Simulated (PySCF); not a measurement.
**Changing the system itself: AlCl⁻**

How does AlCl⁻ answer to another spin, charge, distance or environment?

Computed with PySCF 2.14.0. Level: each script names its method and basis.

1 further run of the same task is left out (it didn't finish).

## (1) Starting geometry

AlCl⁻: 2 atoms, charge -1, spin multiplicity 2.

Bond lengths: Al1–Cl2 2.038 Å.

## (2) The run that the others are compared with

Input file input.py:

```python
from pyscf import gto, scf, mcscf, mrpt

mol = gto.M(
    atom='Al 0 0 0; Cl 0 0 2.038',
    basis='3-21g',
    charge=-1,
    spin=1,
    verbose=4,
)
mf = scf.ROHF(mol)
mf.kernel()
mc = mcscf.CASSCF(mf, 5, 7)
mc.kernel()
mc.analyze()
mrpt.NEVPT(mc).kernel()
mf.dip_moment()
print('orbital energies (hartree):', mf.mo_energy[..., max(0, mol.nelec[1]-3):mol.nelec[0]+3].round(4))
```

On the command line:

```sh
> OMP_NUM_THREADS=1 python input.py
```

The log of this run is left out.

In short: E(SCF) = -697.920591 Eh, 8 cycles, E(CAS) − E(SCF) = -0.01196 Eh, NEVPT2 = -0.06447 Eh.

The bond length is a typed value, not an optimised one. The dipole of an ion depends on the origin.

## (3) Sextet

Run 1 changes spin (2S): 1 → 5; active space: 7 electrons in 5 orbitals → 5 electrons in 6 orbitals.

Input file input.py:

```python
from pyscf import gto, scf, mcscf, mrpt

mol = gto.M(
    atom='Al 0 0 0; Cl 0 0 2.038',
    basis='3-21g',
    charge=-1,
    spin=5,
    verbose=4,
)
mf = scf.ROHF(mol)
mf.kernel()
mc = mcscf.CASSCF(mf, 6, 5)
mc.kernel()
mc.analyze()
mrpt.NEVPT(mc).kernel()
mf.dip_moment()
print('orbital energies (hartree):', mf.mo_energy[..., max(0, mol.nelec[1]-3):mol.nelec[0]+3].round(4))
```

On the command line:

```sh
> OMP_NUM_THREADS=1 python input.py
```

## (4) Sextet

Run 2 changes spin (2S): 1 → 5; active space: 7 electrons in 5 orbitals → 9 electrons in 8 orbitals.

input.py, as its differences from that of step 2:

```diff
@@ -6,3 +6,3 @@
     charge=-1,
-    spin=1,
+    spin=5,
     verbose=4,
@@ -11,3 +11,3 @@
 mf.kernel()
-mc = mcscf.CASSCF(mf, 5, 7)
+mc = mcscf.CASSCF(mf, 8, 9)
 mc.kernel()
```

## (5) Lengths in bohr

Run 3 changes length unit: angstrom → bohr; bond length: 2.038 Å → 2.038 bohr.

input.py, as its differences from that of step 2:

```diff
@@ -7,2 +7,3 @@
     spin=1,
+    unit='bohr',
     verbose=4,
```

## (6) Bond 10 Å

Run 4 changes bond length: 2.038 Å → 10 Å.

input.py, as its differences from that of step 2:

```diff
@@ -3,3 +3,3 @@
 mol = gto.M(
-    atom='Al 0 0 0; Cl 0 0 2.038',
+    atom='Al 0 0 0; Cl 0 0 10',
     basis='3-21g',
```

## (7) PCM, ε = 78.36

Run 5 changes solvent: none (gas phase) → PCM, ε = 78.36; step after the SCF: nevpt2 → analyze.

Input file input.py:

```python
from pyscf import gto, scf, solvent

mol = gto.M(
    atom='Al 0 0 0; Cl 0 0 2.038',
    basis='3-21g',
    charge=-1,
    spin=1,
    verbose=4,
)
mf = scf.ROHF(mol)
mf = solvent.PCM(mf)
mf.with_solvent.eps = 78.36
mf.kernel()
mf.analyze()
print('orbital energies (hartree):', mf.mo_energy[..., max(0, mol.nelec[1]-3):mol.nelec[0]+3].round(4))
```

Before running it: what results should come out? Wanted: for each run, E(SCF); from base; after the SCF.

The runs gave:

```csv
run,E(SCF) (hartree),from base (eV),cycles,after the SCF
base,-697.920591,0,8,"NEVPT2 correlation -2.080 eV (from the SCF energy, the CASSCF gain included)"
sextet,-697.600717,+8.7042,8,"NEVPT2 correlation -1.263 eV (from the SCF energy, the CASSCF gain included)"
sextet,-697.600717,+8.7042,8,"NEVPT2 correlation -1.254 eV (from the SCF energy, the CASSCF gain included)"
lengths in bohr (poor choice),-695.733090,not comparable,8,"NEVPT2 correlation -1.913 eV (from the SCF energy, the CASSCF gain included)"
bond 10 Å (poor choice),-697.903985,+0.4519,8,"NEVPT2 correlation -1.740 eV (from the SCF energy, the CASSCF gain included)"
"PCM, ε = 78.36",-698.007652,-2.3691,8,n/a
```

What this shows: Of the runs whose energies can be compared, “sextet” moves the SCF energy most (+8.704 eV). The sextet solution found lies 8.70 eV above the base doublet at this geometry and level. A continuum solvent with ε = 78.36 lowers the energy by 2.369 eV, a large gain because the system is charged. Rows marked «poor choice» come from settings spoiled on purpose.
